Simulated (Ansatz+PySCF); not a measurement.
Values are calculated unless marked as measured or tabulated.
A run of PySCF 2.14.0 on doublet PO at this shape:

```yaml
atoms:
  - { symbol: P, position_ang: [0.0000, 0.0000, 0.0000] }
  - { symbol: O, position_ang: [0.0000, 0.0000, 2.0400] }
```

Its results:

```json
{"Converged": "yes", "Reference energy": "-415.34288 hartree", "CCSD correlation energy": "-0.24831 hartree", "Triples correction": "-0.03672 hartree", "Total energy": "-415.62791 hartree", "Spin squared of the determinant": "0.794"}
```

Which input gives this output? Name the method, the orbitals and the basis set, and write the input.

UHF-CCSD(T) in 6-31G.

```python
from pyscf import gto, scf, cc

mol = gto.M(atom="""
P 0.000000 0.000000 0.000000
O 0.000000 0.000000 2.040000
""", basis='6-31g', charge=0, spin=1)
mf = scf.UHF(mol)
mf.kernel()
mycc = cc.CCSD(mf, frozen=6).run()
et = mycc.ccsd_t()
print(mf.e_tot, mycc.e_corr, et, mycc.e_tot + et)
```

The reference isn't the lowest determinant (another lies 3.34 eV lower), but the same method gives a higher total on the lower determinant. Caution: large share of triples, a single reference is doubtful.
